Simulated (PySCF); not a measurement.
## Working with the constants of NaSi

PBE0 constants of NaSi, ⁴Σ⁻ (quartet), unpaired electrons σ ↑, π ↑↑ (PySCF, no relativity, basis sets Na def2-TZVP, Si def2-TZVP; masses 22.9898 and 27.9769 u):

```
ωe            : 256.5 cm⁻¹
ωexe          : 1.41 cm⁻¹
Be            : 0.18358 cm⁻¹
αe            : 0.00146 cm⁻¹
De to Na + Si : 1.44 eV
```

Q: What force constant and bond length do these constants imply?

A: Reduced mass μred = 12.620 u; k = 5.8918×10⁻⁷·μred·ωe² (u, cm⁻¹, mdyn/Å) = 0.489 mdyn/Å; Re = √(16.8576/(μred·Be)) (u, cm⁻¹, Å) = 2.698 Å.

Q: Estimate the centrifugal constant D from the Kratzer relation and find the Dunham coefficient a1.

A: D = 4Be³/ωe² = 3.76e-07 cm⁻¹; a1 = −1 − αeωe/(6Be²) = -2.85.

The state was picked by a PBE0 search and need not be the measured ground state.
